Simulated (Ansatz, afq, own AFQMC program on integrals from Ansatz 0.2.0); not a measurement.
Where AFQMC and coupled cluster stand for BNH3, doublet

| atom | x (Å) | y (Å) | z (Å) |
| --- | --- | --- | --- |
| B | 0.0000 | 0.0177 | 0.5716 |
| N | 0.0000 | -0.0373 | -0.5040 |
| H | 0.0000 | 1.1082 | 1.0968 |
| H | 0.0000 | -0.9761 | 1.2504 |
| H | 0.0000 | 0.1966 | -1.4754 |

Connectivity, by distances: BH2–NH.

Basis cc-pVDZ. Noble-gas cores (and the filled d shells of Ga–Kr and In–Xe) are frozen. AFQMC by an in-house program on the Cholesky factors that Ansatz 0.2.0 writes for its CCSD(T) run. The CISD trial takes its coefficients from CCSD amplitudes. Released means that phaseless walkers are propagated on without the constraint, phases kept. Free projection: walkers drawn from exp(T), propagated without any constraint. Its projection time is finite, and what remains of the start isn't in its error. ± is one standard error of the sampling.

Determinant: UHF, the one that the program's search chose, which needn't be the lowest solution. The geometry is a point of a scan.

No full CI on the walks' own integrals is used here. The released AFQMC energy serves as the reference, which it does only where one determinant dominates, the energy is flat over the last release times and near the phaseless one (40 meV or 2 meV an electron, half that with transition metals). On small molecules, where full CI could be run and the noise was under 10 meV, such values lay within 10 meV of it in 19 cases of 20, a flattering rate, since the rule was set on those same cases; what remains of the bias isn't in the error bar.

Cautions: the released value is read at 2.40 1/Eh with a noise of 19 meV, more than in the cases checked (meV from the phaseless value at times in 1/Eh: -2 ± 14 at 0.24, -8 ± 13 at 0.51, -3 ± 13 at 0.99, -29 ± 20 at 1.62, -28 ± 19 at 2.40).

The T1 diagnostic is 0.0273. The weight of the determinant in the CISD state is 0.888, the ⟨S²⟩ of the determinant is 0.781 and the size of the correlated space is 11 electrons in 41 orbitals.

```
  level  correlation energy (eV)
    MP2                  -6.3232
   CCSD                  -7.1539
CCSD(T)                  -7.3453
```

Task: Estimate where phaseless AFQMC with a CISD trial lies against CCSD(T) on the same integrals.

Result: 0.45 ± 0.25 kcal/mol below CCSD(T). The gap is under twice the noise, so this walk alone can't tell the two apart.

Reference: AFQMC with the constraint released, correlation energy -7.393 ± 0.019 eV.

```json
{"level": "CCSD(T)", "E − E(reference) (kcal/mol)": "1.09 ± 0.45", "share of correlation (%)": "99.36"}
{"level": "ph-AFQMC/HF", "E − E(reference) (kcal/mol)": "-0.20 ± 1.35", "share of correlation (%)": "100.12"}
{"level": "ph-AFQMC/CISD", "E − E(reference) (kcal/mol)": "0.64 ± 0.51", "share of correlation (%)": "99.63"}
{"level": "free AFQMC", "E − E(reference) (kcal/mol)": "0.44 ± 0.55", "share of correlation (%)": "99.74"}
```

Free projections are given only where their last times agree within the noise and don't stop above the reference; a slow remainder of the start can still hide under it. A walk keeps the symmetry of its determinant, which the program's search chose and which needn't be the lowest solution, so a lower state of the same spin and another symmetry isn't excluded. Released energies are given only where the last usable release times agree within the noise; a slower fall can still hide under it.
